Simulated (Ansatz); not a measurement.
# How methods differ on PH (SMILES [PH])

PH has 2 atoms, charge 0, and is taken as a triplet. SMILES: `[PH]`. Geometry: relaxed at GFN2-xTB.

```xyz
2

P     0.0000    0.0000    0.0000
H     0.0000    0.0000    1.3991
```

Each level gives the electronic atomisation energy (eV). The values are calculated. Electronic energies at fixed atoms, without zero-point motion or spin-orbit coupling.

| level | kind | program | value (eV) |
| --- | --- | --- | --- |
| UBLYP/cc-pVDZ | GGA | Ansatz | 3.20 |
| UPBE/cc-pVDZ | GGA | Ansatz | 3.13 |
| U-wB97X/cc-pVDZ | range-separated hybrid | Ansatz | ? |
| UCAM-B3LYP/cc-pVDZ | range-separated hybrid | Ansatz | 3.20 |
| UHSE06/cc-pVDZ | range-separated hybrid | Ansatz | ? |
| UB2PLYP/cc-pVDZ | double hybrid | Ansatz | 3.04 |
| RPA@PBE/cc-pVDZ | RPA | Ansatz | 2.90 |
| UBCCD(T)/cc-pVDZ | coupled cluster or CI | Ansatz | 2.76 |
| FCI/3-21G | exact in the basis | Ansatz | 2.20 |

Question: Estimate what the levels marked ? give.

Answer: As computed at these levels: U-wB97X/cc-pVDZ: 3.16 eV; UHSE06/cc-pVDZ: 3.10 eV. The values span 2.20 to 3.20 eV. High-level rows in very small sets aren't better than simpler rows in larger ones.
